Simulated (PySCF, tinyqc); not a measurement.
RHF in the sto-3g basis, for CH2, spin multiplicity 1, step by step. The lowest restricted solution is unstable here: a spin-polarised one lies 0.0314 hartree lower (PySCF). One step of it, computed by the program tinyqc.

Question. Iteration 2: building the Fock matrix. J_ij = sum D_kl (ij|kl), K_ij = sum D_kl (ik|jl); F = H + J - 0.5 K; E = tr D H + tr D J / 2 - 0.25 tr D K + E_nn.

D after iteration 1:
```
,1C 1s,1C 2s,1C 2px,1C 2py,1C 2pz,2H 1s,3H 1s
1C 1s,2.143482,-0.604051,0.000000,0.008347,-0.059100,0.123733,0.130848
1C 2s,-0.604051,2.584156,0.000000,-0.037921,0.204288,-0.729729,-0.755192
1C 2px,0.000000,0.000000,0.000000,0.000000,0.000000,0.000000,0.000000
1C 2py,0.008347,-0.037921,0.000000,0.315300,0.000207,0.466813,-0.409517
1C 2pz,-0.059100,0.204288,0.000000,0.000207,0.029547,0.053933,0.051860
2H 1s,0.123733,-0.729729,0.000000,0.466813,0.053933,1.724338,0.532211
3H 1s,0.130848,-0.755192,0.000000,-0.409517,0.051860,0.532211,1.788257
```

core Hamiltonian H = T + V (hartree):
```
,1C 1s,1C 2s,1C 2px,1C 2py,1C 2pz,2H 1s,3H 1s
1C 1s,-18.475090,-4.455318,0.000000,-0.000234,-0.007860,-0.471684,-0.450286
1C 2s,-4.455318,-5.428059,0.000000,-0.002425,-0.089331,-1.322462,-1.277174
1C 2px,0.000000,0.000000,-4.338036,0.000000,0.000000,0.000000,0.000000
1C 2py,-0.000234,-0.002425,0.000000,-4.441855,-0.000893,-1.118319,1.085975
1C 2pz,-0.007860,-0.089331,0.000000,-0.000893,-4.361552,-0.543612,-0.527958
2H 1s,-0.471684,-1.322462,0.000000,-1.118319,-0.543612,-2.809886,-0.155071
3H 1s,-0.450286,-1.277174,0.000000,1.085975,-0.527958,-0.155071,-2.780521
```

Two-electron integrals (ij|kl) in chemists' order, unique and non-zero (hartree):
```
i,j,k,l,(ij|kl)
1,1,1,1,3.541948
2,1,1,1,0.576921
2,1,2,1,0.111888
2,2,1,1,0.854682
2,2,2,1,0.205284
2,2,2,2,0.624709
3,1,3,1,0.020296
3,2,3,1,0.030858
3,2,3,2,0.137996
3,3,1,1,0.852436
3,3,2,1,0.205335
3,3,2,2,0.624568
3,3,3,3,0.672833
4,1,4,1,0.020296
4,2,4,1,0.030858
4,2,4,2,0.137996
4,3,4,3,0.036269
4,4,1,1,0.852436
4,4,2,1,0.205335
4,4,2,2,0.624568
4,4,3,3,0.600295
4,4,4,4,0.672833
5,1,5,1,0.020296
5,2,5,1,0.030858
5,2,5,2,0.137996
5,3,5,3,0.036269
5,4,5,4,0.036269
5,5,1,1,0.852436
5,5,2,1,0.205335
5,5,2,2,0.624568
5,5,3,3,0.600295
5,5,4,4,0.600295
5,5,5,5,0.672833
6,1,1,1,0.060630
6,1,2,1,0.011695
6,1,2,2,0.021453
6,1,3,3,0.021389
6,1,4,1,0.000605
6,1,4,2,0.001146
6,1,4,4,0.021552
6,1,5,1,0.000288
6,1,5,2,0.000545
6,1,5,4,0.000077
6,1,5,5,0.021426
6,1,6,1,0.001247
6,2,1,1,0.176466
6,2,2,1,0.043105
6,2,2,2,0.148652
6,2,3,3,0.144866
6,2,4,1,0.003643
6,2,4,2,0.027490
6,2,4,4,0.154001
6,2,5,1,0.001734
6,2,5,2,0.013084
6,2,5,4,0.004348
6,2,5,5,0.146935
6,2,6,1,0.004698
6,2,6,2,0.050978
6,3,3,1,0.003948
6,3,3,2,0.022068
6,3,4,3,0.005066
6,3,5,3,0.002411
6,3,6,3,0.005505
6,4,1,1,0.148403
6,4,2,1,0.036667
6,4,2,2,0.134062
6,4,3,3,0.127590
6,4,4,1,0.006545
6,4,4,2,0.044332
6,4,4,4,0.145163
6,4,5,1,0.001236
6,4,5,2,0.010596
6,4,5,4,0.005953
6,4,5,5,0.129275
6,4,6,1,0.004137
6,4,6,2,0.054387
6,4,6,4,0.062473
6,5,1,1,0.070631
6,5,2,1,0.017451
6,5,2,2,0.063805
6,5,3,3,0.060725
6,5,4,1,0.001236
6,5,4,2,0.010596
6,5,4,4,0.064266
6,5,5,1,0.004537
6,5,5,2,0.027111
6,5,5,4,0.006752
6,5,5,5,0.066350
6,5,6,1,0.001969
6,5,6,2,0.025885
6,5,6,4,0.027113
6,5,6,5,0.018409
6,6,1,1,0.357505
6,6,2,1,0.088707
6,6,2,2,0.349726
6,6,3,3,0.333188
6,6,4,1,0.008036
6,6,4,2,0.084535
6,6,4,4,0.373236
6,6,5,1,0.003825
6,6,5,2,0.040234
6,6,5,4,0.019061
6,6,5,5,0.342259
6,6,6,1,0.009725
6,6,6,2,0.163954
6,6,6,4,0.191922
6,6,6,5,0.091343
6,6,6,6,0.774606
7,1,1,1,0.057887
7,1,2,1,0.011166
7,1,2,2,0.020480
7,1,3,3,0.020420
7,1,4,1,-0.000576
7,1,4,2,-0.001091
7,1,4,4,0.020573
7,1,5,1,0.000274
7,1,5,2,0.000519
7,1,5,4,-0.000073
7,1,5,5,0.020455
7,1,6,1,0.001153
7,1,6,2,0.004199
7,1,6,4,0.003448
7,1,6,5,0.001768
7,1,6,6,0.008628
7,1,7,1,0.001136
7,2,1,1,0.170098
7,2,2,1,0.041556
7,2,2,2,0.143527
7,2,3,3,0.139868
7,2,4,1,-0.003507
7,2,4,2,-0.026587
7,2,4,4,0.148696
7,2,5,1,0.001669
7,2,5,2,0.012653
7,2,5,4,-0.004201
7,2,5,5,0.141868
7,2,6,1,0.004240
7,2,6,2,0.031423
7,2,6,4,0.025176
7,2,6,5,0.015559
7,2,6,6,0.075145
7,2,7,1,0.004323
7,2,7,2,0.047806
7,3,3,1,0.003785
7,3,3,2,0.021216
7,3,4,3,-0.004886
7,3,5,3,0.002325
7,3,6,3,0.003043
7,3,7,3,0.005126
7,4,1,1,-0.143764
7,4,2,1,-0.035525
7,4,2,2,-0.130072
7,4,3,3,-0.123818
7,4,4,1,0.006288
7,4,4,2,0.042794
7,4,4,4,-0.140795
7,4,5,1,-0.001191
7,4,5,2,-0.010269
7,4,5,4,0.005754
7,4,5,5,-0.125450
7,4,6,1,-0.003501
7,4,6,2,-0.025349
7,4,6,4,-0.018118
7,4,6,5,-0.012374
7,4,6,6,-0.059856
7,4,7,1,-0.003824
7,4,7,2,-0.051236
7,4,7,4,0.059038
7,5,1,1,0.068419
7,5,2,1,0.016906
7,5,2,2,0.061902
7,5,3,3,0.058926
7,5,4,1,-0.001191
7,5,4,2,-0.010269
7,5,4,4,0.062354
7,5,5,1,0.004352
7,5,5,2,0.026103
7,5,5,4,-0.006518
7,5,5,5,0.064353
7,5,6,1,0.001794
7,5,6,2,0.015616
7,5,6,4,0.012346
7,5,6,5,0.010610
7,5,6,6,0.039040
7,5,7,1,0.001820
7,5,7,2,0.024383
7,5,7,4,-0.025657
7,5,7,5,0.017336
7,6,1,1,0.019069
7,6,2,1,0.004669
7,6,2,2,0.016546
7,6,3,3,0.016161
7,6,4,1,-2.01e-06
7,6,4,2,-0.000023
7,6,4,4,0.016643
7,6,5,1,0.000332
7,6,5,2,0.002647
7,6,5,4,-4.22e-06
7,6,5,5,0.016818
7,6,6,1,0.000495
7,6,6,2,0.004772
7,6,6,4,0.004478
7,6,6,5,0.002689
7,6,6,6,0.013754
7,6,7,1,0.000473
7,6,7,2,0.004639
7,6,7,4,-0.004386
7,6,7,5,0.002624
7,6,7,6,0.000584
7,7,1,1,0.352622
7,7,2,1,0.087502
7,7,2,2,0.345456
7,7,3,3,0.329308
7,7,4,1,-0.007834
7,7,4,2,-0.082887
7,7,4,4,0.368411
7,7,5,1,0.003728
7,7,5,2,0.039447
7,7,5,4,-0.018609
7,7,5,5,0.338164
7,7,6,1,0.008917
7,7,6,2,0.076978
7,7,6,4,0.060964
7,7,6,5,0.039812
7,7,6,6,0.197482
7,7,7,1,0.009152
7,7,7,2,0.158022
7,7,7,4,-0.185796
7,7,7,5,0.088422
7,7,7,6,0.013754
7,7,7,7,0.774606
```

nuclear repulsion = 4.47834779 hartree

Give: Coulomb J; exchange K; Fock matrix F; total energy of this density.

Answer.

Coulomb J (hartree):
```
,1C 1s,1C 2s,1C 2px,1C 2py,1C 2pz,2H 1s,3H 1s
1C 1s,10.4518,1.9643,0.0000,-0.0012,0.0220,0.2065,0.1973
1C 2s,1.9643,4.4741,0.0000,-0.0060,0.1815,1.1481,1.1142
1C 2px,0.0000,0.0000,4.4019,0.0000,0.0000,0.0000,0.0000
1C 2py,-0.0012,-0.0060,0.0000,4.5687,0.0005,1.0774,-1.0535
1C 2pz,0.0220,0.1815,0.0000,0.0005,4.4343,0.5369,0.5237
2H 1s,0.2065,1.1481,0.0000,1.0774,0.5369,3.2979,0.1283
3H 1s,0.1973,1.1142,0.0000,-1.0535,0.5237,0.1283,3.3073
```

exchange K (hartree):
```
,1C 1s,1C 2s,1C 2px,1C 2py,1C 2pz,2H 1s,3H 1s
1C 1s,7.1940,1.1716,0.0000,0.0003,0.0005,0.1287,0.1228
1C 2s,1.1716,1.4986,0.0000,-0.0104,0.1700,0.4705,0.4542
1C 2px,0.0000,0.0000,0.3442,0.0000,0.0000,0.0000,0.0000
1C 2py,0.0003,-0.0104,0.0000,0.8961,0.0064,0.5294,-0.5116
1C 2pz,0.0005,0.1700,0.0000,0.0064,0.4169,0.2311,0.2261
2H 1s,0.1287,0.4705,0.0000,0.5294,0.2311,1.4483,0.0709
3H 1s,0.1228,0.4542,0.0000,-0.5116,0.2261,0.0709,1.4689
```

Fock matrix F (hartree):
```
,1C 1s,1C 2s,1C 2px,1C 2py,1C 2pz,2H 1s,3H 1s
1C 1s,-11.6203,-3.0769,0.0000,-0.0016,0.0139,-0.3295,-0.3144
1C 2s,-3.0769,-1.7033,0.0000,-0.0032,0.0071,-0.4096,-0.3901
1C 2px,0.0000,0.0000,-0.1083,0.0000,0.0000,0.0000,0.0000
1C 2py,-0.0016,-0.0032,0.0000,-0.3212,-0.0036,-0.3056,0.2882
1C 2pz,0.0139,0.0071,0.0000,-0.0036,-0.1358,-0.1222,-0.1173
2H 1s,-0.3295,-0.4096,0.0000,-0.3056,-0.1222,-0.2362,-0.0622
3H 1s,-0.3144,-0.3901,0.0000,0.2882,-0.1173,-0.0622,-0.2076
```

total energy of this density = -37.661532 hartree
